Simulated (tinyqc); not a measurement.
Orbital energy against energy difference: ionisation energy by orbital energies and by energy differences in the 6-31g basis, for LiH, spin multiplicity 1. Computed by the program tinyqc with PySCF. The cation is unrestricted; errors are against CCSD(T) in this basis, not against experiment.

Geometry (angstrom):
```
atom,x,y,z
Li,0.0000,0.0000,0.0000
H,0.0000,0.0000,1.3690
```

CCSD(T) difference in the same basis = 7.8584 eV

IP-EOM-CCSD = 7.8582 eV

First vertical ionisation energy (eV):
```
method,-e(HOMO),E(cation) - E,error of -e(HOMO),error of the difference
HF,8.499,7.37010,0.641,-0.488
LDA,4.551,8.58039,-3.307,0.722
PBE,4.544,8.41983,-3.314,0.561
PBE0,5.667,8.37908,-2.191,0.521
CAM-B3LYP,7.102,8.65080,-0.757,0.792
LC-wPBE,8.437,8.46156,0.579,0.603
```

Estimate the missing row, method = B3LYP.

Computed row:
```
method  -e(HOMO)  E(cation) - E  error of -e(HOMO)  error of the difference
B3LYP      5.527        8.66678             -2.332                    0.808
```

Koopmans errs by +0.64 eV and Delta-HF by -0.49 eV: relaxation, 1.13 eV, lowers the value and the missing correlation difference works against it. The PBE level is off by -3.3 eV through the wrong tail of its potential, though its energy difference is off by +0.56 eV; exact exchange deepens the level, and among the orbital energies LC-wPBE comes closest; among the differences HF does.
